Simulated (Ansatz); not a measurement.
Abridged output of a molecular run in Ansatz:

```
Functional definition: HF
1509 factors; integrals over basis functions are off by at most 1.6e-3 eV
mean field evaluation 1: about -16148.7851 eV, gradient 3.4e1 eV
mean field evaluation 2: about -16148.7926 eV, gradient 3.4e1 eV
mean field evaluation 4: about -16152.3458 eV, gradient 3.6e0 eV
mean field evaluation 8: about -16152.3902 eV, gradient 1.1e-4 eV
mean field -16152.39017067 eV, -593.5893902889 hartree, gradient 1.1e-6 eV, S^2 0.000000; 0 other end points of the search recorded, 0 dependent functions left out
10 core orbitals not correlated: weight in the atoms' cores, before any rotation towards them, 1.000 or more for the frozen orbitals, at most 0.000 for the correlated occupied ones
reference -16152.39017067 eV, -593.5893902889 hartree; 19, 19 occupied and 119, 119 virtual orbitals, 1509 factors
second order -23.57555759 eV of doubles, -0.00000000 eV of singles
cycle   1  -25.01127666 eV  change    -1.4e0 eV  update   9.8e-2
cycle   2  -25.67684951 eV  change   -6.7e-1 eV  update   2.8e-2
cycle   3  -25.76847610 eV  change   -9.2e-2 eV  update   9.7e-3
cycle   4  -25.77118305 eV  change   -2.7e-3 eV  update   2.4e-3
cycle   5  -25.77229206 eV  change   -1.1e-3 eV  update   6.9e-4
cycle   6  -25.77236335 eV  change   -7.1e-5 eV  update   1.9e-4
cycle   7  -25.77236297 eV  change    3.9e-7 eV  update   6.1e-5
cycle   8  -25.77237233 eV  change   -9.4e-6 eV  update   2.3e-5
perturbative correction -0.80217660 eV, -0.0294794464 hartree
Total energy: -16178.96471960 eV, -594.5659869492 hartree
```

Its atoms:

```xyz
18

C     1.232    0.770   -1.932
S     0.021    1.451   -0.795
C    -0.310    0.060    0.352
C     0.955   -0.351    1.090
C    -1.328    0.626    1.336
C    -0.908   -1.126   -0.390
H     2.160    0.496   -1.429
H     0.841   -0.085   -2.485
H     1.452    1.565   -2.645
H     1.708   -0.752    0.409
H     1.390    0.497    1.622
H     0.723   -1.135    1.819
H    -0.920    1.486    1.873
H    -1.596   -0.139    2.069
H    -2.239    0.942    0.822
H    -1.817   -0.837   -0.920
H    -1.158   -1.922    0.320
H    -0.206   -1.545   -1.114
```

Q: Which basis set was used?
A. def2-SVP
B. def2-TZVPPD
C. cc-pV(T+d)Z
D. def2-TZVPP

A: A. It gives 148 functions.

Q: Write the keys of the input that set method, charge and spin (a neutral closed shell needs none for the last two).

A: 
```yaml
correlation: {method: ccsd_t}
```
